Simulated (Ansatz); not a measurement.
Frontier orbitals of C4H5F (`C#CC(C)F`).

The species carries charge 0 and has multiplicity 1. The structure was optimised at the PBE0-D4/def2-TZVP level. Basis def2-TZVPP, Ansatz 0.2.0.

Orbital energies of one run (eV). Highest occupied ones, from the top: -7.57, -7.88, -9.42, -9.62, -10.78, -10.90, -12.53, -13.65, -13.85, -14.90, -17.80, -20.23, -22.02, -32.75. Empty: -0.08, 0.50, 1.87, 2.77, 2.79, 3.39.

Problem. Which functional gave them?
A. LDA (SPW92)
B. r2SCANh
C. revPBE
D. LC-ωPBE

Solution. B. HOMO energies: r2SCANh -7.57, revPBE -6.79, LC-ωPBE -10.95, LDA (SPW92) -7.04 eV.

LC-ωPBE has ω = 0.4 bohr⁻¹.
